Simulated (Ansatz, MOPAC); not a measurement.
Barrier height from FH + H to the transition structure FH2, without zero-point energy, on the benchmark's geometries as Psi4's copy of the set gives them.
Transition structure (charge 0, multiplicity 2):
| atom | x (Å) | y (Å) | z (Å) |
|---|---|---|---|
| H | 0.1466 | -1.1284 | 0.0000 |
| F | 0.0000 | 0.3304 | 0.0000 |
| H | -0.1466 | -1.8454 | 0.0000 |

Open shells are unrestricted; no spin–orbit coupling.

Frozen-core correlation. CBS: X⁻³ extrapolation of the correlation energy, Hartree–Fock from the larger set. The state reached by AM1, PM3, PM6, PM7 isn't checked; PM7 holds dispersion and hydrogen-bond terms.

Programs: Ansatz (Gaussian orbitals); MOPAC for AM1, PM3, PM6, PM7 (differences of heats of formation). Values without a source in brackets are computed.

Other levels give for the barrier height: PBE/def2-TZVPPD 1.070; B3LYP/def2-TZVPPD 1.011; wB97M-V/def2-TZVPPD 1.259; CCSD(T)/CBS(aug-cc-pVTZ, aug-cc-pVQZ) 1.464 eV.

Common cheap choices:

| level | barrier height (eV) | less 1.464 (CCSD(T)/CBS(aug-cc-pVTZ, aug-cc-pVQZ)) |
|---|---|---|
| AM1 | 1.614 | 0.150 |
| PM3 | 0.607 | -0.857 |
| PM6 | 0.169 | -1.295 |
| PM7 | 0.331 | -1.134 |

The set's own value is 33.4 kcal/mol (Zhao et al., J. Phys. Chem. A 109, 2012 (2005), HTBH38), an estimate for the real system.

Ansatz is an electronic-structure program.
